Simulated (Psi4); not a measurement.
This Psi4 input (wB97X-V/aug-pcseg-2) gives -499.41661 Eh with 142 basis functions.

```
memory 8100 MB

molecule {
-1 1
C     0.01909113    0.15267994   -1.32752912
Cl   -0.01118660    0.00667210    0.64763898
H     0.90111306   -0.49482969   -1.50763755
H    -0.82548774   -0.53467571   -1.53705043
}

set {
  basis aug-pcseg-2
  scf_type df
}

energy('wb97x-v')
print_variables()
```

Change:
```diff
- basis aug-pcseg-2
+ basis def2-sv(p)
```

Task: What does the run give now?

Result: -499.17546 Eh (wB97X-V/def2-SV(P), 36 functions), a change of +241.15 mEh.
